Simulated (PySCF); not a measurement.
# triplet H3NO at UB2PLYP/STO-3G

Aim: a single-point energy of triplet H3NO. Input form: a Python script.

Program for the calculation: PySCF 2.14.0.

9 further runs of the same task are left out: 9 set aside as unsound or not needed.

### 1 The system as given

H3NO: 5 atoms, total charge 0, spin state triplet. SMILES of the parent species: `NO`. The coordinates come from a GFN2-xTB relaxation. This is one conformer, not always the lowest. That shape belongs to the parent species and isn't relaxed for this state.

Bond lengths: N1–O2 1.432 Å, N1–H3 1.020 Å, N1–H4 1.020 Å, O2–H5 0.966 Å. Angles: N1–O2–H5 105.0°, O2–N1–H3 105.6°, O2–N1–H4 105.6°, H3–N1–H4 107.4°.

### 2 The energy at UB2PLYP/STO-3G

input.py

```python
from pyscf import gto, dft, mp

mol = gto.M(
    atom='''
N     -0.178910    -0.366440    -0.312920
O      0.371730     0.674250     0.501760
H     -0.161770    -1.206140     0.265260
H     -1.156690    -0.114310    -0.454620
H      1.125640     1.012630     0.000530
''',
    max_memory=1860,
    basis='sto-3g',
    verbose=3,
    spin=2,
)

mf = dft.UKS(mol, xc='0.53*HF + 0.47*B88, 0.73*LYP')
mf.conv_tol = 1e-10
mf.grids.level = 5
mf.kernel()
if not mf.converged:
    mf = mf.newton().run(mf.mo_coeff, mf.mo_occ)

pt = mp.MP2(mf, frozen=2).run()
e_tot = mf.e_tot + 0.27 * pt.e_corr
print('PT2 part  %.8f' % (0.27 * pt.e_corr))
print('E(%s) = %.9f' % ('B2PLYP', e_tot))
```

Launch:

```sh
$ OMP_NUM_THREADS=1 python input.py
```

Output:

```text
WARN: HOMO 0.181021048417665 >= LUMO -0.24600378565783

WARN: HOMO 0.24285690842627 >= LUMO 0.111441749311311

WARN: HOMO 0.123118085297481 >= LUMO 0.0893933029421449

WARN: HOMO 0.100077125673451 >= LUMO 0.0759428117152022

WARN: HOMO 0.101427541353215 >= LUMO 0.0863132765868044

WARN: HOMO 0.0998669666580981 >= LUMO 0.0856364680603551

WARN: HOMO 0.0994181080441452 >= LUMO 0.0859564250198906

WARN: HOMO 0.099273317147786 >= LUMO 0.085940278909887

WARN: HOMO 0.0992323792642115 >= LUMO 0.0859404104918023

WARN: HOMO 0.099250337271525 >= LUMO 0.0859571761491333

WARN: HOMO 0.0996790238771772 >= LUMO 0.0871976859985011

WARN: HOMO 0.0996657099131064 >= LUMO 0.08703548053458

WARN: HOMO 0.0996715063766847 >= LUMO 0.0872456879415383

WARN: HOMO 0.100306231373947 >= LUMO 0.100924610949517

WARN: HOMO 0.100243992059302 >= LUMO 0.0977735280361817

WARN: HOMO 0.0997581529496028 >= LUMO 0.0991720956581251

WARN: HOMO 0.0993836039116868 >= LUMO 0.0967170606496092

WARN: HOMO 0.0964023247976765 >= LUMO 0.095170130510347

WARN: HOMO 0.0948411183020367 >= LUMO 0.0825244945574664

WARN: HOMO 0.095103053704391 >= LUMO 0.0841996682406762

WARN: HOMO 0.0950696810572677 >= LUMO 0.0841087014755255

WARN: HOMO 0.0953849192907865 >= LUMO 0.0846756835587626

WARN: HOMO 0.0949252190694247 >= LUMO 0.0839511988930604

WARN: HOMO 0.0947120932703685 >= LUMO 0.0843958845850551

WARN: HOMO 0.093149970333692 >= LUMO 0.0854307112170227

WARN: HOMO 0.0957572723569697 >= LUMO 0.0883954958608396

WARN: HOMO 0.0957122000607002 >= LUMO 0.0883900384899698

WARN: HOMO 0.0953224170421305 >= LUMO 0.0882786743833008

WARN: HOMO 0.095375198880448 >= LUMO 0.0876994427522018

WARN: HOMO 0.0955497944747534 >= LUMO 0.0873388122977459

WARN: HOMO 0.0955737134006613 >= LUMO 0.0874688399013712

WARN: HOMO 0.0984915892359482 >= LUMO 0.0908324697671472

WARN: HOMO 0.0931681677832869 >= LUMO 0.0807892715534461

WARN: HOMO 0.0937137912109334 >= LUMO 0.0836241827254753

WARN: HOMO 0.0938561438165157 >= LUMO 0.0834217814588925

WARN: HOMO 0.0939449009722873 >= LUMO 0.082949339627848

WARN: HOMO 0.0938244097343863 >= LUMO 0.0829149969520557

WARN: HOMO 0.0939118662509731 >= LUMO 0.0826617047867062

WARN: HOMO 0.0936751060781293 >= LUMO 0.0823727487177801

WARN: HOMO 0.0910685329764416 >= LUMO 0.0862878895219014

WARN: HOMO 0.0997827943000049 >= LUMO 0.0985205110487134

WARN: HOMO 0.0957586872112764 >= LUMO 0.0869293061706718

WARN: HOMO 0.096041218294738 >= LUMO 0.0872630265705648

WARN: HOMO 0.0937406770832087 >= LUMO 0.0875099053747138

WARN: HOMO 0.0971044285042219 >= LUMO 0.0906765968612088

WARN: HOMO 0.0989095059167106 >= LUMO 0.096241697622424

SCF not converged.
SCF energy = -129.385972244429 after 50 cycles  <S^2> = 2.0050907  2S+1 = 3.0033919

WARN: HOMO 0.096505060335295 >= LUMO 0.0869877208059185

WARN: HOMO 0.08752406450970225 > LUMO 0.08394248546165584 was found in the canonicalized orbitals.

converged SCF energy = -129.387262892152  <S^2> = 2.0043492  2S+1 = 3.002898
E(UMP2) = -129.481198011452  E_corr = -0.093935119300275
E(SCS-UMP2) = -129.480565432557  E_corr = -0.0933025404054426
PT2 part  -0.02536248
E(B2PLYP) = -129.412625374
```

Run time: 21 s. Hardware: 1 thread of Arm Neoverse V1, shared host; peak memory 0.38 GiB.

### 3 Results

Level: UB2PLYP/STO-3G, 2 core orbitals frozen.

```
                quantity          value
            total energy  -129.41263 Eh
dipole moment (SCF part)         0.46 D
                    ⟨S²⟩          2.004
```

In words: The run may have ended on a state above the lowest.
